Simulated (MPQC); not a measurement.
**One shape, several levels: CH3BN− ([B(CN)H3]-)**

Aim: a comparison of 4 runs (HF/STO-3G, HF/3-21G, HF/def2-SVP, PBE0/def2-SVP) of CH3BN− ([B(CN)H3]-). 

Program for the calculation: MPQC 2.3.1.

1 further run of the same task is left out (set aside as unsound or not needed).

### 1 The molecule

CH3BN−: 6 atoms, total charge -1, spin state singlet. SMILES: `[H][B-]([H])([H])C#N`. Geometry: relaxed at GFN2-xTB.

Bond lengths: B1–C2 1.555 Å, C2–N3 1.159 Å, B1–H4 1.224 Å, B1–H5 1.225 Å, B1–H6 1.224 Å. Angles: B1–C2–N3 179.5°, C2–B1–H4 108.6°, C2–B1–H5 108.7°, C2–B1–H6 108.8°, H4–B1–H5 110.2°, H4–B1–H6 110.3°, H5–B1–H6 110.2°.

### 2 Energy and forces at HF/STO-3G (run 1)

run.in reads:

```
molecule<Molecule>: (
  symmetry = c1
  unit = bohr
  { atoms geometry } = {
    B  [ -0.01670518    -0.00168186    -0.97358690 ]
    C  [ 0.02379165     0.00568808     1.96488053 ]
    N  [ 0.07018443     0.00408181     4.15412825 ]
    H  [ 2.16640093     0.00759670    -1.74028658 ]
    H  [ -1.13120896     1.89070878    -1.70691402 ]
    H  [ -1.11248177    -1.90641241    -1.69822128 ]
  }
)
basis<GaussianBasisSet>: (
  name = "STO-3G"
  molecule = $:molecule
  basisdir = "."
  puream = yes
)
mpqc: (
  checkpoint = no
  savestate = no
  restart = no
  do_energy = yes
  do_gradient = yes
  optimize = no
  mole<CLHF>: (
    molecule = $:molecule
    basis = $:basis
    total_charge = -1
    memory = 1000000000
    print_evals = yes
    print_npa = yes
    maxiter = 120
    value_accuracy = 1e-08
    guess_wavefunction<CLHF>: (
      molecule = $:molecule
      total_charge = -1
      memory = 1000000000
      value_accuracy = 1e-3
      basis<GaussianBasisSet>: (
        name = "STO-3G"
        molecule = $:molecule
      )
    )
  )
)
```

The basis set STO-3G is read from a file made from the Basis Set Exchange's data (not shown).

On the command line:

```console
$ mpqc run.in > run.out
```

Log:

```text
MPQC: Massively Parallel Quantum Chemistry
[...]
  LUMO is    12   A =   0.628896
  total scf energy = -117.1716958411
[...]
Value of the MolecularEnergy: -117.1716958411
  Gradient of the MolecularEnergy:
      1    0.0010225299
      2   -0.0004473871
      3    0.0524771783
      4   -0.0010322138
      5    0.0003176297
      6   -0.0348987857
      7    0.0005270837
      8   -0.0001811752
      9    0.0087793689
     10    0.0283640742
     11    0.0001433364
     12   -0.0089716989
[...]
      symmetry = c1
[...]
```

Run time: 0.22 s. Hardware: 1 thread of Intel Xeon 6975P-C (Granite Rapids), shared host.

### 3 Energy and forces at HF/3-21G (run 2)

run.in reads:

```
% emacs should use -*- KeyVal -*- mode
molecule<Molecule>: (
   symmetry = c1
   unit = bohr
   { atoms geometry } = {
      B  [ -0.01670518    -0.00168186    -0.97358690 ]
      C  [ 0.02379165     0.00568808     1.96488053 ]
      N  [ 0.07018443     0.00408181     4.15412825 ]
      H  [ 2.16640093     0.00759670    -1.74028658 ]
      H  [ -1.13120896     1.89070878    -1.70691402 ]
      H  [ -1.11248177    -1.90641241    -1.69822128 ]
   }
)
basis<GaussianBasisSet>: (
   name = "3-21G"
   molecule = $:molecule
   basisdir = "."
   puream = yes
)
mpqc: (
   checkpoint = no
   savestate = no
   restart = no
   do_energy = yes
   do_gradient = yes
   optimize = no
   mole<CLHF>: (
      molecule = $:molecule
      basis = $:basis
      total_charge = -1
      memory = 1000000000
      print_evals = yes
      print_npa = yes
      maxiter = 120
      value_accuracy = 1e-08
      guess_wavefunction<CLHF>: (
         molecule = $:molecule
         total_charge = -1
         memory = 1000000000
         value_accuracy = 1e-3
         basis<GaussianBasisSet>: (
            name = "STO-2G"
            molecule = $:molecule
         )
      )
   )
)
```

The basis set 3-21G is read from a file made from the Basis Set Exchange's data (not shown).

On the command line:

```console
$ mpqc run.in > run.out
```

Log:

```text
MPQC: Massively Parallel Quantum Chemistry
[...]
  LUMO is    12   A =   0.432172
  total scf energy = -118.0972821492
[...]
Value of the MolecularEnergy: -118.0972821492
  Gradient of the MolecularEnergy:
      1    0.0006310368
      2   -0.0004098559
      3    0.0198679567
      4   -0.0014680648
      5    0.0003348792
      6   -0.0513642923
      7    0.0009274667
      8   -0.0002046116
      9    0.0259257129
     10   -0.0001088517
     11    0.0000104247
     12    0.0019755610
[...]
      symmetry = c1
[...]
```

Run time: 0.5 s. Hardware: 1 thread of Intel Xeon 6975P-C (Granite Rapids), shared host.

Run 3 isn't shown in full; the table further down has it.

### 4 Energy and forces at PBE0/def2-SVP (run 4)

job.in reads:

```
molecule<Molecule>: (
  symmetry = c1
  unit = angstrom
  { atoms geometry } = {
    B  [ -0.008840      -0.000890      -0.515200 ]
    C  [ 0.012590       0.003010       1.039770 ]
    N  [ 0.037140       0.002160       2.198270 ]
    H  [ 1.146410       0.004020      -0.920920 ]
    H  [ -0.598610       1.000520      -0.903260 ]
    H  [ -0.588700      -1.008830      -0.898660 ]
  }
)
basis<GaussianBasisSet>: (
  name = "def2-SVP"
  molecule = $:molecule
  basisdir = "."
  puream = yes
)
mpqc: (
  checkpoint = no
  savestate = no
  restart = no
  do_energy = yes
  do_gradient = yes
  optimize = no
  mole<CLKS>: (
    molecule = $:molecule
    basis = $:basis
    total_charge = -1
    memory = 1000000000
    print_evals = yes
    print_npa = yes
    maxiter = 120
    value_accuracy = 1e-08
    functional<SumDenFunctional>: (
      a0 = 0.25
      coefs = [ 0.75 1 ]
      funcs: [ <PBEXFunctional>: () <PBECFunctional>: () ]
    )
    integrator<RadialAngularIntegrator>: ( grid = xfine )
    guess_wavefunction<CLHF>: (
      molecule = $:molecule
      total_charge = -1
      memory = 1000000000
      value_accuracy = 1e-3
      basis<GaussianBasisSet>: (
        name = "STO-3G"
        molecule = $:molecule
      )
    )
  )
)
```

The basis set def2-SVP is read from a file made from the Basis Set Exchange's data (not shown).

On the command line:

```console
$ mpqc -o job.out job.in
```

Log:

```text
MPQC: Massively Parallel Quantum Chemistry
[...]
  Integrated electron density error = -0.000283447418
  iter     1 energy = -119.0909065814 delta = 1.14821e-01
  Integrated electron density error = 0.000009571926
  iter     2 energy = -119.2863230364 delta = 3.14552e-02
[...]
  Integrated electron density error = -0.000000094058
  iter    12 energy = -119.3073498031 delta = 3.67604e-08
  Integrated electron density error = -0.000000094058
  iter    13 energy = -119.3073498031 delta = 1.60525e-08
  Integrated electron density error = -0.000000094058
  iter    14 energy = -119.3073498031 delta = 1.14528e-08
[...]
  LUMO is    12   A =   0.263768
  total scf energy = -119.3073498031
[...]
  Integrated electron density error = -0.000000097171
  Total Gradient:
[...]
Value of the MolecularEnergy: -119.3073498031
  Gradient of the MolecularEnergy:
      1    0.0004121598
      2   -0.0003996746
      3    0.0059374085
      4   -0.0002624274
      5    0.0002577460
      6    0.0050240445
      7   -0.0001206869
      8   -0.0001364150
      9   -0.0201822069
     10   -0.0053550644
     11   -0.0000173570
     12    0.0032157195
[...]
        symmetry = c1
[...]
```

Wall time 22 s (1 thread of Intel Xeon 6975P-C (Granite Rapids), shared host); peak memory 0.21 GiB.

### 5 All runs side by side

| run | level | starting guess | integration grid | energy (Eh) | HOMO energy (eV) | LUMO energy (eV) | HOMO–LUMO gap (eV) | wall time |
| --- | --- | --- | --- | --- | --- | --- | --- | --- |
| 1 | HF/STO-3G | STO-3G | – | -117.171696 | -2.95 | 17.11 | 20.06 | 0.22 s |
| 2 | HF/3-21G | STO-2G | – | -118.097282 | -5.34 | 11.76 | 17.10 | 0.5 s |
| 3 | HF/def2-SVP | STO-3G | – | -118.677605 | -5.68 | 10.97 | 16.65 | 2.6 s |
| 4 | PBE0/def2-SVP | STO-3G | xfine | -119.307350 | -2.40 | 7.18 | 9.58 | 22 s |

### 6 Outcome

| quantity | value |
| --- | --- |
| run 4: total energy | -119.30735 Eh |
| run 4: HOMO energy | -2.40 eV |
| run 4: LUMO energy | 7.18 eV |
| run 4: HOMO–LUMO gap (to an unbound level, set by the basis) | 9.58 eV |
| run 4: largest force on an atom | 1.038 eV/Å |

In words: The HOMO–LUMO gap runs from 9.58 eV (PBE0/def2-SVP) to 20.06 eV (HF/STO-3G). The two ends differ in method and basis. The empty levels of an anion lie above zero and hang on the basis. In run 1 the basis is minimal, so the values are rough. All runs together took 26 s, the longest 22 s.
